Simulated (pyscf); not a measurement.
**Substitution at Si: H₃Si–SiH(SiH₃)–SiH₃ (SMILES [SiH3][SiH]([SiH3])[SiH3]) + CH₃• (SMILES [CH3]) → H₃Si–SiH•–SiH₃ (SMILES [SiH3][SiH][SiH3]) + H₃C–SiH₃ (SMILES C[SiH3])**

Gas phase, doublet surface, charge 0. Bonds broken: Si1–Si2. Bonds formed: Si2–C15. Single points on ωB97X-D3(BJ)/def2-SVP structures (PySCF, gas phase).

Transition state (Å):

```xyz
18

Si    -0.8998     0.2774     1.4068
Si     0.9883     0.5176    -0.0628
Si    -2.7543     1.1867     0.3290
Si    -1.2614    -2.0020     1.7251
H     -0.6643     0.9616     2.7176
H      0.9685     2.0127    -0.1297
H      1.9868    -0.1576     0.8244
H      0.3723    -0.2635    -1.1822
H     -2.9479     0.4652    -0.9655
H     -4.0012     1.0454     1.1393
H     -2.5390     2.6351     0.0326
H     -0.0645    -2.6485     2.3428
H     -2.4483    -2.2676     2.5923
H     -1.5006    -2.6321     0.3911
C      2.7333     0.7171    -1.4711
H      2.3109     1.2313    -2.3421
H      3.4634     1.3082    -0.9061
H      3.0383    -0.3187    -1.6605
```

One imaginary mode, 517i cm⁻¹; descent along it reached the two sides named.

```json
[
 {"bond": "Si1–Si2", "change": "breaks", "reactant side (Å)": "2.335", "saddle": "2.405", "product side": "3.5"},
 {"bond": "Si2–C15", "change": "forms", "reactant side (Å)": "3.4", "saddle": "2.251", "product side": "1.881"}
]
```

Electronic energies relative to the separated reactants (kJ/mol):

| level | barrier | reaction energy | reverse barrier |
|---|---|---|---|
| ωB97X-D3(BJ)/def2-TZVP | 28.7 | -62.5 | 91.2 |
| PBE/def2-TZVP | 1.1 | -76.6 | 77.7 |
| r²SCAN/def2-TZVP | 17.0 | -66.5 | 83.6 |
| B3LYP-D3(BJ)/def2-TZVP | 22.5 | -67.6 | 90.0 |
| PBE0-D3(BJ)/def2-TZVP | 14.5 | -67.2 | 81.7 |
| M06-2X/def2-TZVP | 27.4 | -83.0 | 110.4 |
| ωB97M-D3(BJ)/def2-TZVP | 31.0 | -76.0 | 107.0 |
| HF/def2-TZVP | 111.1 | -56.3 | 167.5 |

With ωB97M-D3(BJ)/def2-TZVP energies and thermal terms (ideal gas, 1 atm, RRHO with modes under 100 cm⁻¹ raised to 100, one conformer, R ln 2 for chiral ones without a mode under 150 cm⁻¹), in kJ/mol:

| T (K) | ΔH‡ | ΔG‡ | ΔH | ΔG |
|---|---|---|---|---|
| 298 | 37.3 | 78.7 | -66.7 | -70.0 |
| 600 | 37.3 | 120.8 | -70.8 | -71.6 |
| 900 | 38.9 | 162.2 | -72.8 | -71.6 |
| 1200 | 41.0 | 203.0 | -73.8 | -71.0 |

This is the saddle that the search found; another between the same sides may lie lower. The angle at the attacked Si is 179°.
